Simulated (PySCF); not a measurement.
Homolysis of single bonds, series silaethenyl-X. Gas-phase values, no solvent. One relaxed conformer stands for each flexible species; it need not be the lowest. Strings in code marks are SMILES.

Computed with ωB97X-D3(BJ)/def2-TZVP // PBE0-D3(BJ)/def2-TZVP (PySCF). 

```tsv
species	dipole moment (D)
whole molecule (`I[SiH]=C`)	0.74
radical fragment (`C[C]=O`)	2.60
whole molecule (`C=C[SiH]=C` (C–C–Si–C torsion 15°))	–
radical fragment (`[C]#C`)	0.80
```
